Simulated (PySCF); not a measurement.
Isomers of C4H4N2. The calculation used TDDFT PBE0/def2-SVPD, vertical, gas phase, core orbitals frozen in the response (PySCF). Geometries: GFN2-xTB; one conformer of each isolated species. Triplets are in the Tamm–Dancoff approximation.

A. `c1ccnnc1`
B. `N#CCCC#N`
C. `c1cnccn1`
D. `N#CC[C@H]1C=N1`

Lowest singlet levels (six at most, fewer where fewer were computed) with oscillator strengths:

1. 3.42 eV (f 0.004); 3.90 eV (f 0.000); 5.84 eV (f 0.000); 5.88 eV (f 0.022); 6.34 eV (f 0.005); 6.39 eV (f 0.000); T1 2.63 eV
2. 5.03 eV (f 0.000); 6.82 eV (f 0.019); 7.35 eV (f 0.001); 7.64 eV (f 0.014); 7.73 eV (f 0.027); 7.85 eV (f 0.004); T1 4.23 eV
3. 3.99 eV (f 0.005); 4.64 eV (f 0.000); 5.62 eV (f 0.103); 5.65 eV (f 0.000); 6.43 eV (f 0.000); 6.69 eV (f 0.082); T1 3.27 eV
4. 7.79 eV (f 0.000); 7.84 eV (f 0.001); 8.12 eV (f 0.016); 8.14 eV (f 0.000); 8.21 eV (f 0.000); 8.34 eV (f 0.001); T1 6.40 eV

Task: Which spectrum belongs to which structure?

Result: 1 = A, 2 = D, 3 = C, 4 = B.
- A: S1 at 3.42 eV, HOMO→LUMO (100%); Löwdin shares by element: HOMO nitrogen 78%, carbon 15% or more; LUMO carbon 41% or more, nitrogen 41% (atoms not listed hold the other 18%); HOMO -6.64 and LUMO -1.50 eV; point group C2v, 3 of its 6 listed states under f = 0.0005.
- B: S1 at 7.79 eV, HOMO-2→LUMO+1 (43%), HOMO→LUMO+2 (29%), HOMO-1→LUMO (10%); Löwdin shares by element: HOMO nitrogen 48%, carbon 34% or more (atoms not listed hold the other 18%); LUMO carbon 63% (atoms not listed hold the other 37%); HOMO -9.92 and LUMO -0.20 eV; point group C2h, 3 of its 6 listed states under f = 0.0005.
- C: S1 at 3.99 eV, HOMO→LUMO (100%); Löwdin shares by element: HOMO nitrogen 56%, carbon 17% or more (atoms not listed hold the other 27%); LUMO nitrogen 50%, carbon 23% or more (atoms not listed hold the other 27%); HOMO -7.30 and LUMO -1.56 eV; point group D2h, 3 of its 6 listed states under f = 0.0005.
- D: S1 at 5.03 eV, HOMO→LUMO (99%); Löwdin shares by element: HOMO carbon 46% or more, nitrogen 40% or more; LUMO carbon 48% or more, nitrogen 39% or more, hydrogen 8% or more; HOMO -8.37 and LUMO -1.30 eV.
